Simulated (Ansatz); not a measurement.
# C2H3ClFN (SMILES C/N=C(\F)Cl) at 6 levels

Wanted: a comparison of 6 runs (HF/STO-3G, HF/3-21G, PBE0/def2-SVPD, MP2/3-21G, MP2/6-31+G*, CASSCF(6,6)/cc-pV(D+d)Z) of C2H3ClFN. 

The results are computed with Ansatz 0.2.0.

2 further runs of the same task are left out: 1 for a known fault of the program, 1 that didn't finish.

## Step 1: Starting point

C2H3ClFN: 8 atoms, total charge 0, spin state singlet. As SMILES, `C/N=C(\F)Cl`. The shape is that of a PBE0-D4/def2-TZVP optimisation.

Bond lengths: C1–N2 1.443 Å, N2–C3 1.234 Å, C3–F4 1.335 Å, C3–Cl5 1.711 Å, C1–H6 1.092 Å, C1–H7 1.093 Å, C1–H8 1.092 Å. Angles: C1–N2–C3 121.1°, N2–C3–F4 126.1°, N2–C3–Cl5 123.8°, F4–C3–Cl5 110.2°, N2–C1–H6 108.4°, N2–C1–H7 114.4°, N2–C1–H8 108.4°, H6–C1–H7 109.2°, H6–C1–H8 107.0°, H7–C1–H8 109.2°.

## Step 2: Energy and gradient at HF/STO-3G (run 1)

File job.yaml:

```yaml
crystal:
  periodic: [false, false, false]
  atoms:
    - {symbol: C, position_ang: [-1.051700, 0.314700, 0.018100]}
    - {symbol: N, position_ang: [0.334900, 0.581400, -0.279000]}
    - {symbol: C, position_ang: [1.206400, -0.268200, -0.073800]}
    - {symbol: F, position_ang: [1.010700, -1.491400, 0.425000]}
    - {symbol: Cl, position_ang: [2.867500, -0.023900, -0.400900]}
    - {symbol: H, position_ang: [-1.403400, 1.068500, 0.725600]}
    - {symbol: H, position_ang: [-1.241300, -0.680200, 0.428300]}
    - {symbol: H, position_ang: [-1.630900, 0.442100, -0.898900]}
basis:
  gaussian: {orbitals: STO-3G}
hamiltonian: {xc: hf}
accuracy: high
output: {forces: true, orbitals: {seedname: orbitals}}
```

Launch:

```sh
ansatz run job.yaml --threads 1 --pin off --max-ram 2610MiB --events-out events.jsonl --progress --plain --runs-dir runs
```

Standard output:

```text
Warning: RAYON_NUM_THREADS=1 ignored (pool sized by the plan → 1); use --threads N
Functional definition: HF
  name "HF"
  exchange = exact_x
  correlation = 0
644 factors; integrals over basis functions are off by at most 3.2e-8 eV
mean field evaluation 1: about -18576.9808 eV, gradient 3.7e1 eV
mean field evaluation 2: about -18577.2020 eV, gradient 3.7e1 eV
mean field evaluation 4: about -18581.8101 eV, gradient 2.8e0 eV
mean field evaluation 8: about -18581.8652 eV, gradient 1.1e-1 eV
mean field -18581.86524845 eV, -682.8709526401 hartree, gradient 1.7e-8 eV, S^2 0.000000; 0 other end points of the search recorded, 0 dependent functions left out
the calculation of the forces begins
reference -18581.86524845 eV, -682.8709526401 hartree; 24, 24 occupied and 8, 8 virtual orbitals, 644 factors
Total energy: -18581.86524845 eV, -682.8709526401 hartree
Atom 0 at    -1.051700     0.314700     0.018100 Å, force    -1.840239    -0.308132     0.374088 eV/Å
Atom 1 at     0.334900     0.581400    -0.279000 Å, force     0.130629     2.590612    -1.016304 eV/Å
Atom 2 at     1.206400    -0.268200    -0.073800 Å, force    -1.003514    -1.793122     0.831650 eV/Å
Atom 3 at     1.010700    -1.491400     0.425000 Å, force    -0.338272    -1.122487     0.479994 eV/Å
Atom 4 at     2.867500    -0.023900    -0.400900 Å, force     2.953644     0.741836    -0.699962 eV/Å
Atom 5 at    -1.403400     1.068500     0.725600 Å, force     0.023880    -0.078548     0.033328 eV/Å
Atom 6 at    -1.241300    -0.680200     0.428300 Å, force     0.050609     0.053070    -0.027646 eV/Å
Atom 7 at    -1.630900     0.442100    -0.898900 Å, force     0.023263    -0.083229     0.024852 eV/Å
Dipole moment:    -0.469315    -0.159390     0.127206 e Å
```

It took 1.3 s on 1 thread of Arm Neoverse N1, shared host.

## Step 3: Energy and gradient at HF/3-21G (run 2)

File molecule.yaml:

```yaml
crystal:
  periodic: [false, false, false]
  atoms:
    - {symbol: C, position_ang: [-1.051700, 0.314700, 0.018100]}
    - {symbol: "N", position_ang: [0.334900, 0.581400, -0.279000]}
    - {symbol: C, position_ang: [1.206400, -0.268200, -0.073800]}
    - {symbol: F, position_ang: [1.010700, -1.491400, 0.425000]}
    - {symbol: Cl, position_ang: [2.867500, -0.023900, -0.400900]}
    - {symbol: H, position_ang: [-1.403400, 1.068500, 0.725600]}
    - {symbol: H, position_ang: [-1.241300, -0.680200, 0.428300]}
    - {symbol: H, position_ang: [-1.630900, 0.442100, -0.898900]}
basis:
  gaussian: {orbitals: 3-21G.json}
hamiltonian: {xc: hf}
accuracy: high
output: {forces: true, orbitals: {seedname: orbitals}}
```

The basis set 3-21G is read from a file made from the Basis Set Exchange's data (not shown).

Launch:

```sh
ansatz run molecule.yaml --threads 1 --pin off --max-ram 2610MiB --events-out events.jsonl --progress --plain --runs-dir runs
```

Standard output (excerpt; [...] marks lines left out):

```text
Warning: RAYON_NUM_THREADS=1 ignored (pool sized by the plan → 1); use --threads N
[... 2 set-up lines as earlier in the session ...]
[...]
1276 factors; integrals over basis functions are off by at most 1.0e-8 eV
[...]
mean field -18703.60837215 eV, -687.3449299156 hartree, gradient 1.2e-8 eV, S^2 0.000000; 0 other end points of the search recorded, 0 dependent functions left out
[...]
reference -18703.60837215 eV, -687.3449299156 hartree; 24, 24 occupied and 31, 31 virtual orbitals, 1276 factors
Total energy: -18703.60837215 eV, -687.3449299156 hartree
Atom 0 at    -1.051700     0.314700     0.018100 Å, force    -1.639957     0.057057     0.206041 eV/Å
Atom 1 at     0.334900     0.581400    -0.279000 Å, force     1.535017    -1.105143     0.210850 eV/Å
Atom 2 at     1.206400    -0.268200    -0.073800 Å, force    -2.178421     1.410733    -0.238208 eV/Å
Atom 3 at     1.010700    -1.491400     0.425000 Å, force    -0.338507    -0.708373     0.320444 eV/Å
Atom 4 at     2.867500    -0.023900    -0.400900 Å, force     2.122659     0.334593    -0.426507 eV/Å
Atom 5 at    -1.403400     1.068500     0.725600 Å, force     0.145016    -0.267471    -0.215650 eV/Å
Atom 6 at    -1.241300    -0.680200     0.428300 Å, force     0.137091     0.349439    -0.154068 eV/Å
Atom 7 at    -1.630900     0.442100    -0.898900 Å, force     0.217103    -0.070835     0.297098 eV/Å
Dipole moment:    -0.430703    -0.064917     0.085376 e Å
```

Wall time 2.2 s (1 thread of Arm Neoverse N1, shared host); peak memory 0.12 GiB.

Runs 3 to 5 aren't shown in full; the table further down has their settings and results.

## Step 4: A single-point energy at CASSCF(6,6)/cc-pV(D+d)Z (run 6)

File job.yaml:

```yaml
crystal:
  periodic: [false, false, false]
  atoms:
    - symbol: C
      position_ang: [-1.051700, 0.314700, 0.018100]
    - symbol: N
      position_ang: [0.334900, 0.581400, -0.279000]
    - symbol: C
      position_ang: [1.206400, -0.268200, -0.073800]
    - symbol: F
      position_ang: [1.010700, -1.491400, 0.425000]
    - symbol: Cl
      position_ang: [2.867500, -0.023900, -0.400900]
    - symbol: H
      position_ang: [-1.403400, 1.068500, 0.725600]
    - symbol: H
      position_ang: [-1.241300, -0.680200, 0.428300]
    - symbol: H
      position_ang: [-1.630900, 0.442100, -0.898900]
basis:
  gaussian:
    orbitals: cc-pV_D+d_Z.json
output: {orbitals: {seedname: orbitals}}
accuracy: high
correlation:
  active_space: {window: {electrons: 6, orbitals: 6}, shells: [{species: F, l: p, shell: 2}]}
  electrons: all
```

The basis set cc-pV(D+d)Z is read from a file made from the Basis Set Exchange's data (not shown).

Launch:

```sh
ansatz run job.yaml --threads 1 --pin off --max-ram 2610MiB --events-out events.jsonl --progress --plain --runs-dir runs
```

Standard output:

```text
Warning: RAYON_NUM_THREADS=1 ignored (pool sized by the plan → 1); use --threads N
[... 4 set-up lines as earlier in the session ...]
2153 factors; integrals over basis functions are off by at most 8.3e-9 eV
mean field evaluation 1: about -18795.6653 eV, gradient 3.8e1 eV
mean field evaluation 2: about -18795.8697 eV, gradient 3.8e1 eV
mean field evaluation 4: about -18799.1954 eV, gradient 3.6e0 eV
mean field evaluation 8: about -18799.2777 eV, gradient 2.2e-1 eV
mean field evaluation 16: about -18799.2780 eV, gradient 3.1e-8 eV
mean field -18799.27803768 eV, -690.8607252765 hartree, gradient 3.1e-8 eV, S^2 0.000000; 0 other end points of the search recorded, 0 dependent functions left out
reference -18799.27803768 eV, -690.8607252765 hartree; 24, 24 occupied and 70, 70 virtual orbitals, 2153 factors
state -18801.86778526 eV, -690.9558967446 hartree
Total energy: -18801.86778526 eV, -690.9558967446 hartree
Checks for a lower state left out: starts, orbital_swaps
```

Run time: 18 s. Hardware: 1 thread of Arm Neoverse N1, shared host; peak memory 0.35 GiB.

## Step 5: All runs side by side

| run | level | frozen core orbitals | task | energy (Eh) | dipole moment (D) | HOMO energy (eV) | LUMO energy (eV) | wall time |
| --- | --- | --- | --- | --- | --- | --- | --- | --- |
| 1 | HF/STO-3G | – | gradient | -682.870953 | 2.46 | -9.67 | 7.50 | 1.3 s |
| 2 | HF/3-21G | – | gradient | -687.344930 | 2.13 | -11.48 | 4.47 | 2.2 s |
| 3 | PBE0/def2-SVPD | – | gradient | -692.091748 | 1.46 | -8.47 | -0.28 | 35 s |
| 4 | MP2/3-21G | 9 | gradient | -687.798559 | 1.97 | -11.48 | 4.47 | 4.5 s |
| 5 | MP2/6-31+G* (spherical functions) | 9 | gradient | -691.546741 | 1.54 | -11.55 | 1.90 | 23 s |
| 6 | CASSCF(6,6)/cc-pV(D+d)Z | – | energy | -690.955897 | – | – | – | 18 s |

## Step 6: Outcome

| quantity | value |
| --- | --- |
| run 6: total energy | -690.95590 Eh |

Over runs 1, 2, 3, 4, 5 the dipole moment (its size) runs from 1.46 D (PBE0/def2-SVPD) to 2.46 D (HF/STO-3G). The two ends differ in method and basis. Over runs 1, 2, 3 the HOMO–LUMO gap runs from 8.19 eV (PBE0/def2-SVPD) to 17.17 eV (HF/STO-3G). In run 1 the basis is minimal, so the values are rough. All runs together took 84 s, the longest 35 s.
